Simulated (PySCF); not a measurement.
# Which determinant of LiO lies lowest?

Unrestricted PBE0; PySCF, no relativity, basis sets Li def2-TZVP, O def2-TZVP. Outer shells of the fragments: Li 2s1; O 2s2 2p4.

Followed along the bond (rough minima from three points):

```json
{"2Ms+1": "2", "unpaired": "π ↑", "⟨S²⟩ at the start": "0.75", "R at minimum (Å)": "1.68", "Te (eV)": "0.00"}
{"2Ms+1": "2", "unpaired": "σ ↑", "⟨S²⟩ at the start": "0.75", "R at minimum (Å)": "1.58", "Te (eV)": "0.30"}
{"2Ms+1": "4", "unpaired": "σ ↑, π ↑↑", "⟨S²⟩ at the start": "3.75", "R at minimum (Å)": "none in the scan", "Te (eV)": "≤ 3.41"}
```

Solutions found at the starting distance of 1.885 Å, counted from the lowest of them; the search is not exhaustive and high or unbound solutions are not listed, so other states can lie among these:

```tsv
2Ms+1	unpaired	term	E (eV)	⟨S²⟩	⟨Lz²⟩	μ (D)
2	π ↑	²Π	0.00	0.75	1.01	-7.17
2	σ ↑	²Σ⁺	0.52	0.75	0.00	-7.06
4	σ ↑, π ↑↑	⁴Σ⁻	3.31	3.75	0.00	2.80
2	σ ↓, π ↑↑	mixed	3.37	1.75	0.00	3.14
4	σ ↑↑, π ↑	⁴Π	3.77	3.75	1.01	2.97
2	σ ↑, π ↑↓	mixed	4.10	1.75	2.01	2.96
4	π ↑↑↑	⁴Π	4.88	3.75	1.00	0.77
4	σ ↑, π ↑↑	mixed	5.32	3.75	2.00	0.80
4	σ ↑, π ↑↑	mixed	5.44	3.75	2.00	0.86
```

A term symbol is given only where ⟨S²⟩ and ⟨Lz²⟩ are close to those of a pure state; real π, δ and φ orbitals otherwise mix terms. A positive dipole means Li(−)O(+).

Task: Compare the gap between the two lowest followed solutions at the starting distance with the gap between their minima.

Result: At PBE0 the second solution (doublet, unpaired electrons σ ↑) lies +0.52 eV from the first (doublet, unpaired electrons π ↑) at 1.885 Å and +0.30 eV at the minima; the two curves relax by different amounts, since their minima lie near 1.58 and 1.68 Å.

Counting both spins, an empty level lies below a filled one in some of these solutions, because spin and occupation are held.
